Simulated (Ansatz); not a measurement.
Osmium, hcp: convergence with the k-point mesh

Computed with Ansatz, PBE, scalar-relativistic PAW, on the relaxed cell (a = 2.756 Å, c = 4.343 Å (c/a = 1.576); spin not included). Errors count from a run at 420 eV on a Γ-centred 21×21×12 mesh with Fermi-Dirac smearing of 0.1 eV, extrapolated to zero width. Fixed here: cutoff 420 eV, Fermi-Dirac width 0.1 eV. The SCF starts from atomic densities corrected by a trained network.

```
  k-mesh  E(σ→0) error (meV/atom)  P (GPa)  SCF iterations
   2×2×1                    460.4     7.69               6
   3×3×2                    473.2     9.37               6
   5×5×3                     59.3     1.05               6
   6×6×4                     36.4     0.77               6
   8×8×5                    -30.2    -0.53               6
 11×11×6                      6.8     0.15               6
 14×14×8                      1.0     0.05               6
19×19×11                     -1.7    -0.02               6
```

Within 5 meV/atom of the last row: from 14×14×8 on.
